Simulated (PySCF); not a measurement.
SF4.
Numbering: `[F:1][S:2]([F:3])([F:4])[F:5]`

Computed with PySCF 2.14.0, PBE0-D3(BJ)/def2-SVP geometry optimisation, gas phase.

Some entries are withheld. Bonds in one row agree within 0.01 Å.

```json
{"coordinate": "F1–S2, S2–F5", "value": "?"}
{"coordinate": "S2–F3, S2–F4", "value": "?"}
{"coordinate": "F1–S2–F3", "value": "?"}
{"coordinate": "F1–S2–F5", "value": "?"}
{"coordinate": "F3–S2–F4", "value": "?"}
```

Estimate the withheld lengths and angles.

- F1–S2, S2–F5 = 1.581 Å, drawn single (ends: sulfur-bound fluorine; sulfur bonded to 4 F); 0.04 Å below the sum of covalent radii, 1.62 Å.
- S2–F3, S2–F4 = 1.658 Å, drawn single (ends: sulfur bonded to 4 F; sulfur-bound fluorine); 0.04 Å above the sum of covalent radii, 1.62 Å.
- F1–S2–F3 = 87.4°, at the sulfur bonded to 4 F; the outer atoms are 2.238 Å apart.
- F1–S2–F5 = 101.3°, at the sulfur bonded to 4 F; the outer atoms are 2.445 Å apart.
- F3–S2–F4 = 172.1°, at the sulfur bonded to 4 F; the outer atoms are 3.308 Å apart.

Radii are Cordero's.

Stationary, but not proved a minimum.
